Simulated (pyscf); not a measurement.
water (H₂O) + silylamine (H₂N–SiH₃) → silanol (HO–SiH₃) + ammonia (NH₃), a four-centre exchange (singlet surface; H–O, N–Si broken, O–Si, H–N formed). Optimised with ωB97X-D3(BJ)/def2-SVP in PySCF. MP2 and CC: frozen core, UHF for open shells. ΔMP2 is the change of the MP2 total energy from the triple- to the quadruple-zeta basis. Energies in kJ/mol from the separated reactants.

Small-basis levels: PySCF, no dispersion term, spherical d functions. AM1 to PM7: differences of heats of formation from MOPAC. GFN2-xTB: tblite. Cost: rough CPU time at the saddle relative to B3LYP/6-31G*, from one job on a shared machine.

```json
[
 {"level": "HF/STO-3G", "barrier": "149.4", "reaction energy": "-21.3", "cost": "0.05"},
 {"level": "HF/3-21G", "barrier": "56.6", "reaction energy": "-41.2", "cost": "0.06"},
 {"level": "HF/6-31G*", "barrier": "139.7", "reaction energy": "-53.0", "cost": "0.08"},
 {"level": "PBE/6-31G*", "barrier": "35.3", "reaction energy": "-50.0", "cost": "1"},
 {"level": "B3LYP/STO-3G", "barrier": "-8.3", "reaction energy": "-32.7", "cost": "0.6"},
 {"level": "B3LYP/3-21G", "barrier": "-19.3", "reaction energy": "-49.1", "cost": "0.7"},
 {"level": "PBE/def2-SVP", "barrier": "34.5", "reaction energy": "-41.7", "cost": "1"},
 {"level": "GFN2-xTB", "barrier": "80.9", "reaction energy": "-66.9", "cost": "under 0.02"},
 {"level": "PM7", "barrier": "121.8", "reaction energy": "-31.8", "cost": "under 0.02"},
 {"level": "CCSD(T)/def2-TZVPP + ΔMP2(QZVPP)", "barrier": "92.7", "reaction energy": "-41.4", "cost": "–"}
]
```

Against the last row the barrier runs from -112.0 (B3LYP/3-21G) to +56.7 kJ/mol (HF/STO-3G); GFN2-xTB happens to lie closest here (11.8 kJ/mol apart). At B3LYP/STO-3G, B3LYP/3-21G this geometry lies under one side, so the entry may be no barrier of that level: it is a single point on another level's saddle. CCSD(T)/def2-TZVPP + ΔMP2(QZVPP) has limits of its own. On the reactant side the descent ends in a complex, 22.7 kJ/mol under the separated species and 101.7 kJ/mol under the saddle at ωB97X-D3(BJ)/def2-TZVP. On the product side the descent ends in a complex (not fully relaxed), 17.2 kJ/mol under the separated species and 138.6 kJ/mol under the saddle at ωB97X-D3(BJ)/def2-TZVP. At ωB97X-D3(BJ) the barrier from the zero used here is 79.0 kJ/mol. One saddle was located; it need not be the lowest between these sides. The CCSD(T) − MP2 part came from Ansatz, without density fitting, on the same reference.
